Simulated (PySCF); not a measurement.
Computed with PySCF (xtb for GFN2) and rigid-rotor harmonic-oscillator thermochemistry at 1 bar. The comparison is the NASA 1993 polynomial table, which mixes measured and estimated data. All species are closed-shell singlets. The harmonic model lacks anharmonicity and excited electronic states, which grow with temperature; levels with a mode under 35 cm⁻¹ are left out. Internal rotation in NH2OH is treated as a harmonic vibration of one conformer, which makes the entropy rough. The table's entry may be an old estimate for NH2OH (not checked at source).

Harmonic frequencies at GFN2-xTB (cm⁻¹): 244, 1039, 1117, 1217, 1287, 1527, 3313, 3346, 3509. Point group Cs; S°(298 K) = 238.1 J/mol/K at this level.

Problem. Work out Cp and S° of gaseous NH2OH at 500, 800, 1200, 1600, 2000 K from these, and set them beside the table.

Solution. 
```json
[
 {"T (K)": "500", "Cp GFN2-xTB": "57.5", "Cp table": "59.6", "S° GFN2-xTB": "264.3", "S° table": "263.4"},
 {"T (K)": "800", "Cp GFN2-xTB": "71.5", "Cp table": "73.1", "S° GFN2-xTB": "294.6", "S° table": "294.6"},
 {"T (K)": "1200", "Cp GFN2-xTB": "83.5", "Cp table": "85.7", "S° GFN2-xTB": "326.1", "S° table": "326.8"},
 {"T (K)": "1600", "Cp GFN2-xTB": "91.1", "Cp table": "94.2", "S° GFN2-xTB": "351.2", "S° table": "352.7"},
 {"T (K)": "2000", "Cp GFN2-xTB": "96.0", "Cp table": "99.7", "S° GFN2-xTB": "372.1", "S° table": "374.3"}
]
```
Units J/mol/K.
